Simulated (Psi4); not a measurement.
# singlet [BCl2]+: levels of theory compared

We compute a comparison of 6 runs (HF/STO-3G, B3LYP/6-31G*, BHLYP/def2-TZVP, wB97X-V/def2-TZVP, wB97X/def2-TZVP, MP3/def2-TZVP) of singlet [BCl2]+. 

The results are computed with Psi4 1.11.

2 further runs of the same task are left out: 2 set aside as unsound or not needed.

### Step 1. The structure to begin with

The species is [BCl2]+ (3 atoms), meant as a singlet with charge +1. SMILES of the parent species: `Cl[B]Cl`. The coordinates come from a PBE0-D4/def2-TZVP relaxation. That shape belongs to the parent species and isn't relaxed for this state.

Bond lengths: Cl1–B2 1.720 Å, B2–Cl3 1.720 Å. Angles: Cl1–B2–Cl3 125.4°.

### Step 2. The energy at HF/STO-3G (run 1)

The input, bcl2.inp:

```
memory 1600 MB

molecule system {
  1 1
  Cl     0.70203326    -2.88296618     0.05669178
  B     -0.87664395    -0.09505322    -0.48547064
  Cl     0.15401268     2.85556515     0.40383447
  units bohr
  symmetry c1
  no_reorient
  no_com
}

set basis STO-3G
set puream true
set e_convergence 1e-09
set d_convergence 1e-08
set scf_type pk

e, wfn = energy('scf', return_wfn=True)
oeprop(wfn, 'LOWDIN_CHARGES', 'MAYER_INDICES', 'MULLIKEN_CHARGES', title='SCF')
```

Started as:

```console
$ psi4 bcl2.inp bcl2.out -n 1
```

bcl2.out:

```text
[...]
  Running in c1 symmetry.
[...]
  Nuclear repulsion =  102.359078380213532
[...]
  Multiplicity = 1
[...]
  Nalpha       = 19
  Nbeta        = 19
[...]
    Number of basis functions: 23
[...]
   @RHF iter   1:  -933.00975671051333   -4.12103e-01   2.04537e-02 ADIIS/DIIS
[...]
   @RHF iter  10:  -933.23621521536882   -8.75389e-12   7.82950e-09 DIIS
[...]
  @RHF Final Energy:  -933.23621521536882
   => Energetics <=
    Nuclear Repulsion Energy =            102.3590783802135320
    One-Electron Energy =               -1481.6700070437145769
    Two-Electron Energy =                 446.0747134481321723
    Total Energy =                       -933.2362152153689294
[...]
 Multipole Moments:
 ------------------------------------------------------------------------------------
     Multipole            Electronic (a.u.)      Nuclear  (a.u.)        Total (a.u.)
 ------------------------------------------------------------------------------------
 L = 1.  Multiply by 2.5417464519 to convert [e a0] to [Debye]
 Dipole X            :        -11.0572754           10.1695612           -0.8877142
 Dipole Y            :          0.8452895           -0.9410836           -0.0957941
 Dipole Z            :         -5.8931424            5.4015930           -0.4915494
 Magnitude           :                                                    1.0192320
[...]
```

Run time: 2.3 s. Hardware: 1 thread of Intel Xeon Platinum 8259CL at 2.50GHz (Skylake/Cascade Lake), shared host; peak memory 0.18 GiB.

### Step 3. Energy and gradient at B3LYP/6-31G(d) (spherical functions) (run 2)

The input, bcl2.xyz:

```xyz
3
BCl2
Cl     0.371500    -1.525600     0.030000
B     -0.463900    -0.050300    -0.256900
Cl     0.081500     1.511100     0.213700
```

The input, job.py:

```python
import psi4

psi4.set_memory('1600 MB')
psi4.set_num_threads(1)
psi4.set_output_file('run.log', False)

with open('bcl2.xyz') as f:
    atoms = ''.join(f.readlines()[2:])
m = psi4.geometry('1 1\n' + atoms + 'symmetry c1')

psi4.set_options(dict(puream=True, e_convergence=1e-09, d_convergence=1e-08, scf_type='pk', dft_radial_points=99, dft_spherical_points=590))

e, wfn = psi4.gradient("b3lyp/6-31G*", return_wfn=True)
psi4.oeprop(wfn, "QUADRUPOLE", "DIPOLE", "MAYER_INDICES", title="B3LYP")
print('gradient / Eh bohr^-1')
print(e.np.round(6))
print(f'energy = {wfn.energy():.10f} Eh')
```

Started as:

```console
$ python job.py
```

run.log:

```text
[...]
  Running in c1 symmetry.
[...]
  Nuclear repulsion =  102.359078461763858
[...]
  Multiplicity = 1
[...]
  Nalpha       = 19
  Nbeta        = 19
[...]
    Number of basis functions: 50
[...]
   @RKS iter   1:  -944.88289719011527    2.87083e-01   4.13455e-03 DIIS/ADIIS
[...]
   @RKS iter  10:  -944.91445994741684   -5.00222e-12   2.62289e-09 DIIS
[...]
    Orbital Energies [Eh]
    ---------------------
    Doubly Occupied:
       1A   -101.836823     2A   -101.836805     3A     -9.766923
       4A     -9.766875     5A     -7.528890     6A     -7.528879
       7A     -7.521132     8A     -7.521121     9A     -7.520619
      10A     -7.520606    11A     -7.207041    12A     -1.151169
      13A     -1.118987    14A     -0.780606    15A     -0.713931
      16A     -0.651839    17A     -0.650899    18A     -0.600771
      19A     -0.590789
[...]
  @RKS Final Energy:  -944.91445994741684
   => Energetics <=
    Nuclear Repulsion Energy =            102.3590784617638576
    One-Electron Energy =               -1496.4178757310669425
    Two-Electron Energy =                 497.6510188556936782
    DFT Exchange-Correlation Energy =     -48.5066815338073951
    Empirical Dispersion Energy =           0.0000000000000000
    VV10 Nonlocal Energy =                  0.0000000000000000
    Total Energy =                       -944.9144599474168444
[...]
  -Total Gradient:
     Atom            X                  Y                   Z
    ------   -----------------  -----------------  -----------------
       1        0.046785584138    -0.020682677265     0.000000000000
       2       -0.091037753156    -0.005017479162    -0.000000000000
       3        0.044247694967     0.025699908806    -0.000000000000
[...]
```

Standard output:

```text
gradient / Eh bohr^-1
[[ 0.046786 -0.020683  0.      ]
 [-0.091038 -0.005017 -0.      ]
 [ 0.044248  0.0257   -0.      ]]
energy = -944.9144599474 Eh
```

It took 8.1 s on 1 thread of Intel Xeon Platinum 8259CL at 2.50GHz (Skylake/Cascade Lake), shared host; peak memory 0.42 GiB.

Runs 3 to 5 aren't shown in full; the table further down has their settings and results.

### Step 4. A single-point energy at MP3/def2-TZVP (run 6)

The input, input.json:

```json
{
  "schema_name": "qcschema_input",
  "schema_version": 1,
  "molecule": {
    "schema_name": "qcschema_molecule",
    "schema_version": 2,
    "symbols": ["Cl", "B", "Cl"],
    "geometry": [0.70203326, -2.88296618, 0.05669178, -0.87664395, -0.09505322, -0.48547064, 0.15401268, 2.85556515, 0.40383447],
    "molecular_charge": 1,
    "molecular_multiplicity": 1,
    "fix_symmetry": "c1",
    "fix_com": true,
    "fix_orientation": true
  },
  "driver": "energy",
  "model": {
    "method": "mp3",
    "basis": "def2-TZVP"
  },
  "keywords": {
    "puream": true,
    "e_convergence": 1e-09,
    "d_convergence": 1e-08,
    "scf_type": "pk",
    "num_frozen_docc": 11,
    "mp_type": "conv"
  }
}
```

Started as:

```console
$ psi4 --qcschema input.json -n 1 --memory 1600MB
```

stdout:

```text
[...]
  Running in c1 symmetry.
[...]
  Nuclear repulsion =  102.359078380213532
[...]
  Multiplicity = 1
[...]
  Nalpha       = 19
  Nbeta        = 19
[...]
    Number of basis functions: 105
[...]
   @RHF iter   1:  -943.34257790976142    5.95238e-02   3.15898e-03 DIIS/ADIIS
[...]
   @RHF iter  11:  -943.41335825670853   -2.37605e-11   7.82625e-09 DIIS
[...]
  @RHF Final Energy:  -943.41335825670853
   => Energetics <=
    Nuclear Repulsion Energy =            102.3590783802135320
    One-Electron Energy =               -1496.3356595319351072
    Two-Electron Energy =                 450.5632228950130411
    Total Energy =                       -943.4133582567085341
[...]
 Multipole Moments:
 ------------------------------------------------------------------------------------
     Multipole            Electronic (a.u.)      Nuclear  (a.u.)        Total (a.u.)
 ------------------------------------------------------------------------------------
 L = 1.  Multiply by 2.5417464519 to convert [e a0] to [Debye]
 Dipole X            :        -10.6850090           10.1695612           -0.5154477
 Dipole Y            :          0.8684647           -0.9410836           -0.0726189
 Dipole Z            :         -5.6889231            5.4015930           -0.2873301
 Magnitude           :                                                    0.5945742
[...]
	SCS-MP2 Total Energy (a.u.)        :  -943.84887714106389
	SOS-MP2 Total Energy (a.u.)        :  -943.84443967095569
[...]
	SOS-PI-MP2 Total Energy (a.u.)     :  -943.87759977974395
[...]
	MP2 Total Energy (a.u.)            :  -943.85775208127973
[...]
	SCS-MP3 Total Energy (a.u.)        :  -943.85699073893659
[...]
	MP3 Total Energy (a.u.)            :  -943.89020647277061
[...]
```

The result, in JSON:

```text
{
 "driver": "energy",
 "model": {
  "method": "mp3",
  "basis": "def2-TZVP"
 },
 "success": true,
 "return_result": -943.8902064727706,
 "properties": {
  "calcinfo_nbasis": 105,
  "calcinfo_nmo": 105,
  "calcinfo_nalpha": 19,
  "calcinfo_nbeta": 19,
  "calcinfo_natom": 3,
  "nuclear_repulsion_energy": 102.35907838021353,
  "return_energy": -943.8902064727706,
  "scf_one_electron_energy": -1496.335659531935,
  "scf_two_electron_energy": 450.56322289501304,
  "scf_dipole_moment": [-0.5154477391474721, -0.0726189082393468, -0.2873300901306557],
  "scf_total_energy": -943.4133582567085,
  "scf_iterations": 11,
  "mp2_same_spin_correlation_energy": -0.11279273668870043,
  "mp2_opposite_spin_correlation_energy": -0.3316010878824734,
  "mp2_singles_energy": 0.0,
  "mp2_doubles_energy": -0.4443938245711738,
  "mp2_correlation_energy": -0.44439382457119336,
  "mp2_total_energy": -943.8577520812797
 }
}
```

It took 15 s on 1 thread of Intel Xeon Platinum 8259CL at 2.50GHz (Skylake/Cascade Lake), shared host; peak memory 1 GiB.

### Step 5. Overview of the runs

```csv
run,level,task,integration grid,energy (Eh),HOMO energy (eV),LUMO energy (eV),HOMO–LUMO gap (eV),wall time
1,HF/STO-3G,energy,–,-933.236215,-19.39,-6.78,12.60,2.3 s
2,B3LYP/6-31G* (spherical functions),gradient,99 radial × 590 angular,-944.914460,-16.08,-11.34,4.73,8.1 s
3,BHLYP/def2-TZVP,energy,99 radial × 590 angular,-944.947689,-17.48,-10.05,7.43,11 s
4,wB97X-V/def2-TZVP,energy,99 radial × 590 angular,-944.816255,-18.63,-8.78,9.86,38 s
5,wB97X/def2-TZVP,energy,99 radial × 590 angular,-944.948325,-18.64,-8.72,9.91,15 s
6,MP3/def2-TZVP,energy,–,-943.890206,-19.44,-7.46,11.99,15 s
```

### Step 6. What came out

| quantity | value |
| --- | --- |
| run 6: total energy | -943.89021 Eh |
| run 6: HOMO energy (Hartree–Fock orbitals) | -19.44 eV |
| run 6: LUMO energy (Hartree–Fock orbitals) | -7.46 eV |
| run 6: HOMO–LUMO gap (Hartree–Fock orbitals) | 11.99 eV |
| run 6: correlation energy (11 core orbitals frozen) | -476.8 mEh |

**Reading.** Over runs 1, 2, 3, 4, 5 the HOMO–LUMO gap runs from 4.73 eV (B3LYP/6-31G*) to 12.60 eV (HF/STO-3G). The two ends differ in method and basis. Totals of different functionals can't be ranked against each other. In run 1 the basis is minimal, so the values are rough. All runs together took 90 s, the longest 38 s.
